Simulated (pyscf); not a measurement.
# Routes from `[NH2][Al]` [singlet] + `[H][H]`

Candidate steps break at most two bonds and form at most two. Each was searched with GFN2-xTB (tblite) first. Optimised with ωB97X-D3(BJ)/def2-SVP in PySCF. Energies: ωB97M-D3(BJ)/def2-TZVP, eV, from the separated reactants, singlet surface; ΔG‡ with ideal gas, 1 atm, RRHO with modes under 100 cm⁻¹ raised to 100, one conformer, R ln 2 for chiral ones without a mode under 150 cm⁻¹.

```tsv
products	type	ΔE‡	ΔE	ΔG‡ 298 K	ΔG‡ 900 K	ν‡ (cm⁻¹)
AlH [singlet] + NH₃	four-centre exchange	1.38	+1.07	1.74	2.45	1481i
H₂N–AlH₂	insertion	2.31	-1.08	2.64	3.37	1555i
```

Row 1: On the product side the descent ends in an adduct with a Al–N contact, 0.75 eV under the separated species and 1.02 eV under the saddle at ωB97X-D3(BJ)/def2-TZVP. 

Plain bond fissions and candidates not yet searched are not listed, and one of them may be faster. Each barrier is that of the saddle found; lower ones may exist. One closed-shell reference is unstable to symmetry breaking; treat the single-reference values with care.
